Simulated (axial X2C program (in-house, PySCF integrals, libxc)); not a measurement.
**Density and ELF of CF**

Computed with an in-house relativistic program for diatomic molecules. Spin-free means the one-electron spin-free X2C Hamiltonian. Basis: F dyall-av3z [7s6p3d2f], C dyall-v3z [7s6p2d1f] (cores contracted in-house); Gaussian nuclei, density fitting, unrestricted open shells. Masses: F 18.998 u, C 12.000 u.

PBE0, without spin–orbit coupling, state M_S = 1/2, Λ = 1 (beyond evenly filled blocks: π+α); F at z = 0, C at z = 1.271 Å.

The maps cover the half plane through the axis: z from -2.4 to 3.6 Å along the bond, ρ from 0.15 to 2.25 Å away from it (steps of 0.3 Å, the bottom row nearest the axis).

log10 of the density in e/bohr³:

digits 0 to 9 span -6.47 to 0.68 evenly
```
001122233334444333221
011223334444444443322
112334444555555544332
122344555556666554433
123445666666666655443
223456677777777665443
234456788887887765543
234567899988988766543
```

Electron localisation function (collinear form, no current term, damped to 0 at low density):

digits 0 to 9 span 0.00 to 1.00 evenly
```
000000000000000000000
000000000000122100000
000000000001455420000
000000111002688752000
000002354213799874100
000013677634899986200
000025788864379987300
000025872681908997410
```

Axial spin density in 10⁻³ e/bohr³:

digits 0 to 9 span -2.42 to 2.42 evenly, values beyond are clipped
```
555555555555555555555
555555445555555555555
555555444556776655555
555555544569999755555
555555554489999965555
555555687399999965444
555555799699999634444
555444399839990013444
```

The state is a single determinant with fixed occupations, the lowest that a limited PBE0 search found. Without a current term, density functionals place determinants with orbital angular momentum somewhat too high.
